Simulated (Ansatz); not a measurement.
**triplet SiH4O: levels of theory compared**

We compute a comparison of 6 runs (UHF/STO-3G, U-revPBE/cc-pVTZ, U-wB97M-V/cc-pVTZ, U-wB97X/cc-pVTZ, UPBE0/cc-pVTZ, UMP2/cc-pVTZ) of triplet SiH4O. 

The results are computed with Ansatz 0.2.0.

47 further runs of the same task are left out: 47 set aside as unsound or not needed.

**1. Starting point**

The species is SiH4O (6 atoms), meant as a triplet with charge 0. SMILES of the parent species: `O[SiH3]`. Geometry: relaxed at PBE0-D4/def2-TZVP. That shape belongs to the parent species and isn't relaxed for this state.

Bond lengths: O1–Si2 1.648 Å, O1–H3 0.957 Å, Si2–H4 1.489 Å, Si2–H5 1.481 Å, Si2–H6 1.489 Å. Angles: O1–Si2–H4 111.7°, O1–Si2–H5 105.9°, O1–Si2–H6 111.7°, Si2–O1–H3 117.9°, H4–Si2–H5 109.9°, H4–Si2–H6 107.9°, H5–Si2–H6 109.9°.

**2. A single-point energy at UHF/STO-3G (run 1)**

The input, run.yaml:

```yaml
crystal:
  periodic: [false, false, false]
  atoms:
    - symbol: O
      position_ang: [0.636700, -1.030300, 0.419000]
    - symbol: Si
      position_ang: [-0.035700, 0.346500, -0.187000]
    - symbol: H
      position_ang: [0.069100, -1.629200, 0.904700]
    - symbol: H
      position_ang: [-1.128300, 0.045700, -1.152800]
    - symbol: H
      position_ang: [1.060500, 1.064900, -0.875600]
    - symbol: H
      position_ang: [-0.602300, 1.202400, 0.891700]
basis:
  gaussian: {orbitals: STO-3G}
magnetization: {spin_polarized: true, initial_magnetization: 2}
hamiltonian: {xc: hf}
accuracy: high
output: {orbitals: {seedname: orbitals}}
```

Launch:

```sh
ansatz run run.yaml --threads 1 --pin off --max-ram 3480MiB --events-out events.jsonl --progress --plain --runs-dir runs
```

The log of the run:

```text
Warning: RAYON_NUM_THREADS=1 ignored (pool sized by the plan → 1); use --threads N
Functional definition: HF
  name "HF"
  exchange = exact_x
  correlation = 0
314 factors; integrals over basis functions are off by at most 3.0e-8 eV
mean field evaluation 1: about -9832.5267 eV, gradient 9.9e0 eV
mean field evaluation 2: about -9832.6528 eV, gradient 1.0e1 eV
mean field evaluation 4: about -9834.8686 eV, gradient 2.8e0 eV
mean field evaluation 8: about -9835.2236 eV, gradient 6.4e-2 eV
mean field evaluation 16: about -9835.2195 eV, gradient 2.2e-8 eV
mean field evaluation 32: about -9834.6461 eV, gradient 1.4e0 eV
mean field -9835.21946182 eV, -361.4376486707 hartree, gradient 2.2e-8 eV, S^2 2.002790; 0 other end points of the search recorded, 0 dependent functions left out
reference -9835.21946182 eV, -361.4376486707 hartree; 14, 12 occupied and 4, 6 virtual orbitals, 314 factors
Total energy: -9835.21946182 eV, -361.4376486707 hartree
```

Wall time 0.16 s (1 thread of Arm Neoverse V1, shared host).

**3. The energy at U-revPBE/cc-pVTZ (run 2)**

The input, run.yaml:

```yaml
basis:
  gaussian: {orbitals: cc-pVTZ}
crystal:
  periodic: [false, false, false]
  atoms:
    - {symbol: O, position_ang: [0.636700, -1.030300, 0.419000]}
    - {symbol: Si, position_ang: [-0.035700, 0.346500, -0.187000]}
    - {symbol: H, position_ang: [0.069100, -1.629200, 0.904700]}
    - {symbol: H, position_ang: [-1.128300, 0.045700, -1.152800]}
    - {symbol: H, position_ang: [1.060500, 1.064900, -0.875600]}
    - {symbol: H, position_ang: [-0.602300, 1.202400, 0.891700]}
total_charge: 0
magnetization: {spin_polarized: true, initial_magnetization: 2}
hamiltonian: {xc: {name: revPBE}}
accuracy: high
output: {orbitals: {seedname: orbitals}}
```

Launch:

```sh
ansatz run run.yaml --threads 1 --pin off --max-ram 3480MiB --events-out events.jsonl --progress --plain --runs-dir runs
```

The log of the run:

```text
Warning: RAYON_NUM_THREADS=1 ignored (pool sized by the plan → 1); use --threads N
Functional definition: revPBE
  name "revPBE"
  parameter kappa = 1.245
  parameter beta = 0.06672455060314922
  exchange = pbe_x(kappa = kappa, mu = beta*pi^2/3)
  correlation = pbe_c(beta = beta)
2072 factors; integrals over basis functions are off by at most 3.5e-9 eV
mean field evaluation 1: about -9977.3498 eV, gradient 4.0e1 eV
mean field evaluation 2: about -9930.8708 eV, gradient 1.0e2 eV
mean field evaluation 4: about -9979.2694 eV, gradient 2.5e1 eV
mean field evaluation 8: about -9982.9754 eV, gradient 7.7e-1 eV
mean field evaluation 16: about -9982.9757 eV, gradient 6.8e-4 eV
mean field evaluation 32: about -9979.0966 eV, gradient 1.4e1 eV
mean field evaluation 64: about -9982.6964 eV, gradient 5.8e0 eV
mean field -9982.97572814 eV, -366.8675913051 hartree, gradient 3.6e-8 eV, S^2 2.003753; 6 other end points of the search recorded, 0 dependent functions left out
reference -9982.97573262 eV, -366.8675914698 hartree; 14, 12 occupied and 106, 108 virtual orbitals, 2072 factors
Total energy: -9982.97573262 eV, -366.8675914698 hartree
```

It took 19 s on 1 thread of Arm Neoverse V1, shared host; peak memory 0.37 GiB.

Runs 3 to 5 aren't shown in full; the table further down has their settings and results.

**4. A single-point energy at UMP2/cc-pVTZ (run 6)**

run.yaml, as its differences from that of step 3:

```diff
@@ -11,6 +11,4 @@
     - {symbol: H, position_ang: [-0.602300, 1.202400, 0.891700]}
-total_charge: 0
 magnetization: {spin_polarized: true, initial_magnetization: 2}
-hamiltonian: {xc: {name: revPBE}}
+correlation: {method: mp2, frozen_orbitals: {H: 0, O: 1, Si: 5}}
 accuracy: high
-output: {orbitals: {seedname: orbitals}}
```

Launch:

```sh
ansatz run run.yaml --threads 1 --pin off --max-ram 3480MiB --events-out events.jsonl --progress --plain --runs-dir runs
```

The log of the run, cut to the lines that bear on the results:

```text
Warning: RAYON_NUM_THREADS=1 ignored (pool sized by the plan → 1); use --threads N
Functional definition: HF
  name "HF"
[...]
2072 factors; integrals over basis functions are off by at most 3.5e-9 eV
[...]
mean field -9958.06908684 eV, -365.9522891197 hartree, gradient 2.0e-8 eV, S^2 2.009524; 6 other end points of the search recorded, 0 dependent functions left out
6 core orbitals not correlated: weight in the atoms' cores, before any rotation towards them, 1.000 or more for the frozen orbitals, at most 0.000 for the correlated occupied ones
reference -9958.06908684 eV, -365.9522891197 hartree; 8, 6 occupied and 106, 108 virtual orbitals, 2072 factors
second order -9.10154645 eV of doubles, -0.00000000 eV of singles
Total energy: -9967.17063329 eV, -366.2867647826 hartree
```

Run time: 41 s. Hardware: 1 thread of Arm Neoverse V1, shared host; peak memory 0.36 GiB.

**5. All runs side by side**

```csv
run,level,frozen core orbitals,energy (Eh),⟨S²⟩,wall time
1,UHF/STO-3G,–,-361.437649,2.003,0.16 s
2,U-revPBE/cc-pVTZ,–,-366.867591,2.004,19 s
3,U-wB97M-V/cc-pVTZ,–,-366.871459,2.011,2 min
4,U-wB97X/cc-pVTZ,–,-366.895726,2.013,86 s
5,UPBE0/cc-pVTZ,–,-366.734043,2.010,18 s
6,UMP2/cc-pVTZ,6,-366.286765,2.010,41 s
```

**6. Summary of results**

| quantity | value |
| --- | --- |
| run 6: total energy | -366.28676 Eh |
| run 6: correlation energy (6 core orbitals frozen) | -334.5 mEh |
| run 6: ⟨S²⟩ of the reference determinant | 2.010 |

In words: Totals of different functionals can't be ranked against each other. In run 1 the basis is minimal, so the values are rough. All runs together took 4.7 min, the longest 2 min.
